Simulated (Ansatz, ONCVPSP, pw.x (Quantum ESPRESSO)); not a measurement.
## What a changed setting does to a pw.x run (fcc C)

Potential: optimised norm-conserving Vanderbilt (ONCV), ONCVPSP 4.0.1.1 (patched build), PBEsol; core [He], reference 2s2 2p2; waves: 2s: rc 1.08 bohr, ncon 3, nbas 8, qcut 6.5 1/bohr, 2 projectors, debl 2.2 Ha; 2p: rc 2.34 bohr, ncon 3, nbas 8, qcut 5.5 1/bohr, 2 projectors, debl 3.9 Ha; d scattering state at 0.08 Ha: rc 1.78 bohr, ncon 5, nbas 8, qcut 5.3 1/bohr, 2 projectors, debl 0.3 Ha; local part: polynomial inside 1.02 bohr (lpopt 1, dvloc0 6 Ha); core correction: none.

The reference run (k-mesh 18³, cutoffs 90/360 Ry, Fermi–Dirac 0.01 Ry, mixing_beta 0.4, conv_thr 1e-9, no spin) gives -2.08 GPa at 7.154 Å³/atom, where all-electron LAPW gives -3.62 GPa. This run, with its own iteration cap, changes smearing to mp.

```
&control
  calculation='scf', prefix='x', pseudo_dir='./', outdir='./tmp', tstress=.true., disk_io='none'
/
&system
  ibrav=0, nat=1, ntyp=1, ecutwfc=90, ecutrho=360, nbnd=9,
  occupations='smearing', smearing='mp', degauss=0.01
/
&electrons
  conv_thr=1e-09, mixing_beta=0.4, electron_maxstep=60
/
ATOMIC_SPECIES
C 1.0 C.UPF
CELL_PARAMETERS angstrom
  0.00000000 1.52934798 1.52934798
  1.52934798 0.00000000 1.52934798
  1.52934798 1.52934798 0.00000000
ATOMIC_POSITIONS crystal
C 0.0000 0.0000 0.0000
K_POINTS automatic
18 18 18 0 0 0
```

```bash
pw.x < C.scf.in > C.scf.out
```

Task: How does the run end?

Result: It converges in 5 iterations; the free energy moves by +12.4 meV/atom and the pressure by -0.22 GPa. This scheme is built to cancel the term in the square of the width that Fermi–Dirac smearing leaves in the F of a metal.

```
Message from routine setup:
     using ibrav=0 with symmetry is DISCOURAGED, use correct ibrav instead
     lattice parameter (alat)  =       4.0871  a.u.
     unit-cell volume          =      48.2776 (a.u.)^3
     number of electrons       =         4.00
     number of Kohn-Sham states=            9
     kinetic-energy cutoff     =      90.0000  Ry
     charge density cutoff     =     360.0000  Ry
     scf convergence threshold =      1.0E-09
     Exchange-correlation= PBESOL
     number of k points=   195  Methfessel-Paxton smearing, width (Ry)=  0.0100
     iteration #  1     ecut=    90.00 Ry     beta= 0.40
     total energy              =     -10.94546939 Ry
     estimated scf accuracy    <       0.00066540 Ry
     iteration #  2     ecut=    90.00 Ry     beta= 0.40
     total energy              =     -10.94544809 Ry
     estimated scf accuracy    <       0.00020926 Ry
     iteration #  3     ecut=    90.00 Ry     beta= 0.40
     total energy              =     -10.94545670 Ry
     estimated scf accuracy    <       0.00000224 Ry
     iteration #  4     ecut=    90.00 Ry     beta= 0.40
     total energy              =     -10.94545678 Ry
     estimated scf accuracy    <          2.0E-09 Ry
     iteration #  5     ecut=    90.00 Ry     beta= 0.40
     the Fermi energy is    10.9258 ev
!    total energy              =     -10.94545678 Ry
     estimated scf accuracy    <          1.7E-10 Ry
     smearing contrib. (-TS)   =      -0.00003640 Ry
     The total energy is F=E-TS. E is the sum of the following terms:
     one-electron contribution =       4.59083326 Ry
     hartree contribution      =       0.31454462 Ry
     xc contribution           =      -3.15935299 Ry
     ewald contribution        =     -12.69144528 Ry
     convergence has been achieved in   5 iterations
          total   stress  (Ry/bohr**3)                   (kbar)     P=      -22.99
     Message from routine punch:
     Nothing written, as per user request (disk_io='none')
```

The run took about 17 s on one core of a shared host (Neoverse-N1, 64 threads, 124 GiB, load 49).
